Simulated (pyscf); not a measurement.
## Elimination: H₂N–Ti(NH₂)(Cl)–Cl -> ammonia (NH₃) + HN=Ti(Cl)–Cl

Gas phase, singlet surface, charge 0. Bonds broken: N1–Ti2, N3–H8. Bonds formed: N1–H8. Structures and frequencies: ωB97X-D3(BJ)/def2-SVP in PySCF.

Transition state (Å):

```xyz
9

N      0.1196     1.0124    -0.0995
Ti    -1.4782    -0.1711     0.2490
N     -0.8927    -1.0833    -1.0678
Cl    -3.3757     0.8633    -0.1962
Cl    -1.2925    -1.2259     2.1788
H     -0.0409     1.9412    -0.4852
H      0.8677     1.0309     0.5913
H     -0.0489    -0.0916    -0.9141
H     -0.7443    -1.7660    -1.8060
```

One imaginary mode, 1813i cm⁻¹; descent along it reached the two sides named, in the forms told below.

| bond | change | reactant side (Å) | saddle | product side |
|---|---|---|---|---|
| N1–Ti2 | breaks | 1.829 | 2.019 | 2.169 |
| N3–H8 | breaks | 1.016 | 1.311 | 3.0 |
| N1–H8 | forms | 3.1 | 1.382 | 1.020 |

Electronic energies relative to the reactant's lowest minimum found (eV):

```csv
level,barrier,reaction energy,reverse barrier
ωB97X-D3(BJ)/def2-TZVP,1.71,+2.29,-0.58
PBE/def2-TZVP,1.51,+2.16,-0.65
r²SCAN/def2-TZVP,1.62,+2.34,-0.72
B3LYP-D3(BJ)/def2-TZVP,1.70,+2.29,-0.59
PBE0-D3(BJ)/def2-TZVP,1.61,+2.29,-0.68
M06-2X/def2-TZVP,1.71,+2.37,-0.67
ωB97M-D3(BJ)/def2-TZVP,1.69,+2.16,-0.48
HF/def2-TZVP,2.18,+2.17,0.00
```

With ωB97M-D3(BJ)/def2-TZVP energies and thermal terms (ideal gas, 1 atm, RRHO with modes under 100 cm⁻¹ raised to 100, one conformer, R ln 2 for chiral ones without a mode under 150 cm⁻¹), in eV:

```csv
T (K),ΔH‡,ΔG‡,ΔH,ΔG
298,1.56,1.59,+2.13,+1.70
600,1.54,1.63,+2.08,+1.28
900,1.52,1.68,+2.02,+0.89
1200,1.50,1.73,+1.97,+0.52
```

On the product side the descent ends in an adduct with a N–Ti contact, 1.92 eV under the separated species and 1.34 eV under the saddle at ωB97X-D3(BJ)/def2-TZVP. At ωB97X-D3(BJ), PBE, r²SCAN, B3LYP-D3(BJ), PBE0-D3(BJ), M06-2X, ωB97M-D3(BJ) the saddle lies under the separated products, which points to a path from their complex (located at ωB97X-D3(BJ) alone), and parting the products costs more than the saddle. What is counted as broken (N–Ti) persists as a longer contact in the product adduct; parting that adduct is a step of its own. At the saddle there is also a short H–Ti contact that neither side keeps. One saddle was located; it need not be the lowest between these sides.
